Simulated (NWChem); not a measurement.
# Na2H2 ((NaH)2 ring) at 5 levels

Wanted: a comparison of 5 runs (PBE0/def2-SVP, PBE0/6-31G, B3LYP/6-31G*, CCSD(T)/def2-SVP) of Na2H2 ((NaH)2 ring). 

The results are computed with NWChem 7.3.0.

### Step 1. Starting point

Na2H2: 4 atoms, total charge 0, spin state singlet. Geometry: a GFN2-xTB relaxation, a rough one for these elements and not checked as a minimum.

Bond lengths: Na1–H2 1.904 Å, H2–Na3 1.920 Å, Na1–H4 1.908 Å, Na3–H4 1.900 Å. Angles: Na1–H2–Na3 88.8°, Na1–H4–Na3 89.3°, H2–Na1–H4 91.1°, H2–Na3–H4 90.8°.

### Step 2. Energy and forces at PBE0/def2-SVP (run 1)

nw.nw

```
start nw
title "H2Na2 gradient"
memory stack 880 mb heap 220 mb global 1100 mb

geometry units angstrom noautosym nocenter noautoz
  Na     1.038550     0.596610    -0.593610
  H     -0.598950     1.214560     0.157280
  Na    -1.036820    -0.602620     0.597030
  H      0.597210    -1.208550    -0.160710
end

basis spherical bse
  * library def2-SVP
end

dft
  xc pbe0
  mult 1
  grid xfine
  convergence energy 1e-08
  iterations 100
  mulliken
  print low
end

task dft gradient
```

Command:

```sh
nwchem nw.nw > nw.out
```

What it wrote:

```text
[...]
 d= 0,ls=0.0,diis     1   -325.3968424531 -3.62D+02  1.17D-02  4.32D-02     1.8
[...]
 d= 0,ls=0.0,diis     6   -325.4083366709 -4.61D-10  2.59D-07  1.84D-11     5.7
         Total DFT energy =     -325.408336670896
      One electron energy =     -530.248798373163
           Coulomb energy =      197.994756088746
    Exchange-Corr. energy =      -29.474746102231
 Nuclear repulsion energy =       36.320451715752
[...]
      Total Density - Mulliken Population Analysis
     ---------------------------------------------
    Atom       Charge   Shell Charges
 -----------   ------   -------------------------------------------------------
    1 Na  11    10.59   2.00  1.99  0.28  0.02  5.98  0.26  0.06
    2 H    1     1.41   0.68  0.73  0.00
    3 Na  11    10.59   2.00  1.99  0.28  0.02  5.98  0.26  0.06
    4 H    1     1.42   0.69  0.73  0.00
[...]
                         DFT ENERGY GRADIENTS
    atom               coordinates                        gradient
                 x          y          z           x          y          z
   1 Na      1.962575   1.127429  -1.121760   -0.014372  -0.008016   0.008229
   2 H      -1.131851   2.295186   0.297216    0.009694  -0.017841  -0.002810
   3 Na     -1.959306  -1.138787   1.128223    0.014416   0.007051  -0.008099
   4 H       1.128563  -2.283828  -0.303698   -0.009738   0.018806   0.002680
 Task  times  cpu:        7.0s     wall:        7.0s
 Total times  cpu:        7.1s     wall:        7.1s
```

Run time: 8.1 s. Hardware: 1 thread of AMD EPYC 7R43 (Zen 3), shared host; peak memory 0.11 GiB.

### Step 3. Energy and gradient at PBE0/6-31G (run 2)

h2na2.nw

```
start h2na2
title "H2Na2"
memory 2200 mb
charge 0
geometry noautosym nocenter noautoz
  Na       1.038550       0.596610      -0.593610
  H       -0.598950       1.214560       0.157280
  Na      -1.036820      -0.602620       0.597030
  H        0.597210      -1.208550      -0.160710
end
basis spherical bse
  * library 6-31G
end
dft
  xc pbe0
  grid xfine
  convergence energy 1e-08
  maxiter 100
  mulliken
  print medium
end
task dft gradient
```

Command:

```sh
nwchem h2na2.nw > h2na2.out
```

What it wrote:

```text
[...]
          Wavefunction type:  closed shell.
          No. of atoms     :     4
          No. of electrons :    24
[...]
          Charge           :     0
          Spin multiplicity:     1
[...]
          AO basis - number of functions:    30
[...]
              XC Information
              --------------
                         PBE0 Method XC Functional
                     Hartree-Fock (Exact) Exchange  0.250
          PerdewBurkeErnzerhof Exchange Functional  0.750
            Perdew 1991 LDA Correlation Functional  1.000 local
           PerdewBurkeErnz. Correlation Functional  1.000 non-local
[...]
 d= 0,ls=0.0,diis     1   -325.4908667403 -3.62D+02  1.29D-02  3.62D-02     1.7
[...]
 d= 0,ls=0.0,diis     6   -325.5021572486 -8.53D-10  5.25D-07  5.42D-11     6.1
         Total DFT energy =     -325.502157248564
      One electron energy =     -530.286375614529
           Coulomb energy =      197.932578357645
    Exchange-Corr. energy =      -29.468811707432
 Nuclear repulsion energy =       36.320451715752
[...]
  wavefunction    = closed shell
                         DFT ENERGY GRADIENTS
    atom               coordinates                        gradient
                 x          y          z           x          y          z
   1 Na      1.962575   1.127429  -1.121760   -0.015218  -0.008502   0.008714
   2 H      -1.131851   2.295186   0.297216    0.010042  -0.018483  -0.002910
   3 Na     -1.959306  -1.138787   1.128223    0.015267   0.007492  -0.008582
   4 H       1.128563  -2.283828  -0.303698   -0.010092   0.019493   0.002777
[...]
```

It took 8.7 s on 1 thread of AMD EPYC 7R43 (Zen 3), shared host; peak memory 0.11 GiB.

Runs 3 to 4 aren't shown in full; the table further down has their settings and results.

### Step 4. A single-point energy at CCSD(T)/def2-SVP (run 5)

h2na2.nw

```
start h2na2
memory stack 880 mb heap 220 mb global 1100 mb

geometry units au noautosym nocenter noautoz
  Na  1.96257507  1.12742950 -1.12176032
  H  -1.13185146  2.29518576  0.29721612
  Na -1.95930584 -1.13878676  1.12822319
  H   1.12856334 -2.28382851 -0.30369789
end

basis spherical bse
  * library def2-SVP
end

scf
  thresh 1e-08
  maxiter 80
  noprint "final vectors analysis"
end

ccsd
  freeze core 2
  maxiter 60
end

task ccsd(t)
```

Command:

```sh
nwchem h2na2.nw > h2na2.out
```

What it wrote:

```text
[...]
  functions       =    40
[...]
  wavefunction    = RHF
[...]
         Total SCF energy =   -324.697484897466
      One-electron energy =   -530.424345394489
      Two-electron energy =    169.406411398981
 Nuclear repulsion energy =     36.320449098042
        Time for solution =      2.3s
[...]
 Total MP2 energy:           -324.742872019355218
[...]
             energy      energy      error      ampl     ampl      Block
                                                time     time      time
[...]
 Total CCSD energy:           -324.756938140754812
[...]
 Total CCSD+T(CCSD) energy:           -324.757241477172556
[...]
 Total CCSD(T) energy:                -324.757234343414154
[...]
```

Run time: 18 s. Hardware: 1 thread of AMD EPYC 7R43 (Zen 3), shared host; peak memory 0.11 GiB.

### Step 5. Overview of the runs

| run | level | Cartesian functions | task | energy (Eh) | largest force (eV/Å) | wall time |
| --- | --- | --- | --- | --- | --- | --- |
| 1 | PBE0/def2-SVP | no | gradient | -325.408337 | 1.098 | 8.1 s |
| 2 | PBE0/6-31G | no | gradient | -325.502157 | 1.138 | 8.7 s |
| 3 | B3LYP/6-31G* (spherical functions) | no | gradient | -325.750974 | 1.135 | 14 s |
| 4 | B3LYP/6-31G* (Cartesian functions) | yes | gradient | -325.751057 | 1.135 | 16 s |
| 5 | CCSD(T)/def2-SVP | no | energy | -324.757234 | – | 18 s |

### Step 6. What came out

| quantity | value |
| --- | --- |
| run 5: total energy | -324.75723 Eh |
| run 5: correlation energy (2 core orbitals frozen) | -59.7 mEh |
| run 5: (T) correction | -0.30 mEh |

**Reading.** Totals of different functionals can't be ranked against each other. All runs together took 65 s, the longest 18 s.
